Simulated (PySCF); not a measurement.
# HNO2 (nitrous acid): B2PLYP/STO-3G

Aim: the vertical ionisation energy of HNO2 (nitrous acid) at B2PLYP/STO-3G, from 2 runs. Input form: a Python script.

The results are computed with PySCF 2.14.0.

11 further runs of the same task are left out: 11 set aside as unsound or not needed.

**1. The system as given**

HNO2 has 4 atoms, charge 0, and is taken as a singlet. SMILES: `O=NO`. The coordinates come from a GFN2-xTB relaxation.

Bond lengths: O1–N2 1.181 Å, N2–O3 1.392 Å, O3–H4 0.968 Å. Angles: O1–N2–O3 113.7°, N2–O3–H4 106.9°.

**2. The energy at B2PLYP/STO-3G**

calc.py reads:

```python
from pyscf import gto, dft, mp

mol = gto.M(
    atom=[
    ('O', (0.424700, 0.045690, 1.471310)),
    ('N', (0.319310, -0.411420, 0.387280)),
    ('O', (-0.357270, 0.415910, -0.505360)),
    ('H', (-0.386730, -0.050180, -1.353230)),
],
    basis='sto-3g',
    verbose=4,
    charge=0,
    max_memory=1860,
)

mf = dft.RKS(mol, xc='0.53*HF + 0.47*B88, 0.73*LYP')
mf.conv_tol = 1e-10
mf.grids.level = 5
mf.kernel()
if not mf.converged:
    mf = mf.newton().run(mf.mo_coeff, mf.mo_occ)

pt = mp.MP2(mf, frozen=3).run()
energy = mf.e_tot + 0.27 * pt.e_corr
print('PT2 part  %.8f' % (0.27 * pt.e_corr))
print('Final energy', energy)
```

The run is started by

```bash
$ OMP_NUM_THREADS=1 python calc.py
```

The program printed:

```text
PySCF version 2.14.0

[INPUT] num. atoms = 4
[INPUT] num. electrons = 24
[INPUT] charge = 0
[INPUT] spin (= nelec alpha-beta = 2S) = 0
[INPUT] symmetry False subgroup None
[INPUT] Mole.unit = angstrom
[INPUT] Symbol           X                Y                Z      unit          X                Y                Z       unit  Magmom
[INPUT]  1 O      0.424700000000   0.045690000000   1.471310000000 AA    0.802566685103   0.086341586631   2.780372944334 Bohr   0.0
[INPUT]  2 N      0.319310000000  -0.411420000000   0.387280000000 AA    0.603408448835  -0.777471122169   0.731853133522 Bohr   0.0
[INPUT]  3 O     -0.357270000000   0.415910000000  -0.505360000000 AA   -0.675142452523   0.785955992468  -0.954991994310 Bohr   0.0
[INPUT]  4 H     -0.386730000000  -0.050180000000  -1.353230000000 AA   -0.730813784153  -0.094826456931  -2.557234083545 Bohr   0.0

nuclear repulsion = 69.8154170979386
number of shells = 10
number of NR pGTOs = 48
number of NR cGTOs = 16
basis = sto-3g
ecp = {}

******** <class 'pyscf.dft.rks.RKS'> ********
method = RKS
initial guess = minao
damping factor = 0
level_shift factor = 0
DIIS = <class 'pyscf.scf.diis.CDIIS'>
diis_start_cycle = 1
diis_space = 8
diis_damp = 0
SCF conv_tol = 1e-10
SCF conv_tol_grad = None
SCF max_cycles = 50
direct_scf = True
direct_scf_tol = 1e-13
XC library pyscf.dft.libxc version 7.0.0
    S. Lehtola, C. Steigemann, M. J.T. Oliveira, and M. A.L. Marques.,  SoftwareX 7, 1–5 (2018)
XC functionals = 0.53*HF + 0.47*B88, 0.73*LYP
    A. D. Becke.,  Phys. Rev. A 38, 3098 (1988)
    C. Lee, W. Yang, and R. G. Parr.,  Phys. Rev. B 37, 785 (1988)
    B. Miehlich, A. Savin, H. Stoll, and H. Preuss.,  Chem. Phys. Lett. 157, 200 (1989)
radial grids:
    Treutler-Ahlrichs [JCP 102, 346 (1995); DOI:10.1063/1.469408] (M4) radial grids

becke partition: Becke, JCP 88, 2547 (1988); DOI:10.1063/1.454033
pruning grids: <function nwchem_prune>
grids dens level: 5
symmetrized grids: False
atomic radii adjust function: <function treutler_atomic_radii_adjust>
small_rho_cutoff = 0
Set gradient conv threshold to 1e-05
Initial guess from minao.
tot grids = 151616
init E= -203.039392451794
  HOMO = -0.223699827838998  LUMO = -0.0241708249019353  gap/eV = 5.42946
cycle= 1 E= -202.425196805322  delta_E= 0.614  |g|= 0.648  |ddm|= 2.97
  HOMO = -0.144684525141198  LUMO = 0.112220310181701  gap/eV = 6.99074
cycle= 2 E= -202.39769474168  delta_E= 0.0275  |g|= 0.767  |ddm|= 1.45
  HOMO = -0.21127190231236  LUMO = 0.108235958182266  gap/eV = 8.69425
cycle= 3 E= -202.547755986958  delta_E= -0.15  |g|= 0.116  |ddm|= 0.811
  HOMO = -0.212929458452867  LUMO = 0.117350203772816  gap/eV = 8.98737
cycle= 4 E= -202.552193511154  delta_E= -0.00444  |g|= 0.0297  |ddm|= 0.19
  HOMO = -0.219489318307585  LUMO = 0.114254045804345  gap/eV = 9.08162
cycle= 5 E= -202.552528843317  delta_E= -0.000335  |g|= 0.00416  |ddm|= 0.0511
  HOMO = -0.21917572643722  LUMO = 0.114858543171565  gap/eV = 9.08954
cycle= 6 E= -202.552547343621  delta_E= -1.85e-05  |g|= 0.00113  |ddm|= 0.0179
  HOMO = -0.219307258284493  LUMO = 0.114781788868199  gap/eV = 9.09103
cycle= 7 E= -202.552548078947  delta_E= -7.35e-07  |g|= 9.52e-05  |ddm|= 0.00366
  HOMO = -0.219305050499  LUMO = 0.114785968041901  gap/eV = 9.09108
cycle= 8 E= -202.552548083942  delta_E= -5e-09  |g|= 8.2e-06  |ddm|= 0.000229
  HOMO = -0.219305706891915  LUMO = 0.114784316795763  gap/eV = 9.09105
cycle= 9 E= -202.552548084004  delta_E= -6.19e-11  |g|= 1.74e-06  |ddm|= 3.26e-05
  HOMO = -0.21930568302088  LUMO = 0.114784312081429  gap/eV = 9.09105
Extra cycle  E= -202.552548084005  delta_E= -2.84e-13  |g|= 1.48e-06  |ddm|= 3.81e-06
converged SCF energy = -202.552548084005

******** <class 'pyscf.mp.mp2.RMP2'> ********
nocc = 9, nmo = 13
frozen orbitals 3
E(RMP2) = -202.784578760678  E_corr = -0.232030676673131
E(SCS-RMP2) = -202.787283001453  E_corr = -0.234734917448086
E_corr(same-spin) = -0.0504252629534665
E_corr(oppo-spin) = -0.181605413719664
PT2 part  -0.06264828
Final energy -202.61519636670644
```

Wall time 2.5 s (1 thread of Arm Neoverse V1, shared host); peak memory 0.18 GiB.

**3. The doublet cation, same level**

mol.xyz reads:

```xyz
4

O      0.424700     0.045690     1.471310
N      0.319310    -0.411420     0.387280
O     -0.357270     0.415910    -0.505360
H     -0.386730    -0.050180    -1.353230
```

calc.py reads:

```python
from pyscf import gto, dft, mp

mol = gto.M(
    atom='mol.xyz',
    charge=1,
    verbose=3,
    spin=1,
    basis='sto-3g',
    max_memory=1860,
)

mf = dft.UKS(mol)
mf.xc = '0.53*HF + 0.47*B88, 0.73*LYP'
mf.conv_tol = 1e-10
mf.grids.level = 5
mf.kernel()
if not mf.converged:
    mf = mf.newton().run(mf.mo_coeff, mf.mo_occ)

pt = mp.MP2(mf, frozen=3).run()
etot = mf.e_tot + 0.27 * pt.e_corr
print('PT2 part  %.8f' % (0.27 * pt.e_corr))
print(f'total energy: {etot:.8f} hartree')
```

The run is started by

```bash
$ OMP_NUM_THREADS=1 python calc.py
```

The program printed:

```text
WARN: HOMO -0.223699827838998 >= LUMO -0.223699827838999

converged SCF energy = -202.248319210909  <S^2> = 0.78391279  2S+1 = 2.03363
E(UMP2) = -202.528521072813  E_corr = -0.28020186190423
E(SCS-UMP2) = -202.518784369174  E_corr = -0.270465158265297
PT2 part  -0.07565450
total energy: -202.32397371 hartree
```

Wall time 5.7 s (1 thread of Arm Neoverse V1, shared host); peak memory 0.19 GiB.

**4. Outcome**

At B2PLYP/STO-3G, 3 core orbitals frozen:

| quantity | value |
| --- | --- |
| singlet HNO2: total energy | -202.61520 Eh |
| singlet HNO2: dipole moment (SCF part) | 1.77 D |
| singlet HNO2: HOMO energy (SCF part's orbitals) | -5.97 eV |
| singlet HNO2: LUMO energy (SCF part's orbitals) | 3.12 eV |
| singlet HNO2: HOMO–LUMO gap (SCF part's orbitals) | 9.09 eV |
| doublet cation: total energy | -202.32397 Eh |
| doublet cation: HOMO energy (SCF part's orbitals) (highest over α and β) | -19.19 eV |
| doublet cation: LUMO energy (SCF part's orbitals) (lowest over α and β) | -10.49 eV |
| doublet cation: ⟨S²⟩ | 0.784 |
| vertical ionisation energy (to the doublet cation) | 7.925 eV |

In words: Removing an electron at fixed nuclei costs 7.92 eV (765 kJ/mol). −ε(HOMO) before ionisation, 5.97 eV, is 1.96 eV below this ionisation energy. In a minimal basis such a difference can be off by several eV, whatever the method. Mulliken charges (singlet HNO2) run from -0.22 on O3 to +0.23 on H4. Mulliken charges (doublet cation) run from +0.00 on O3 to +0.40 on H4.
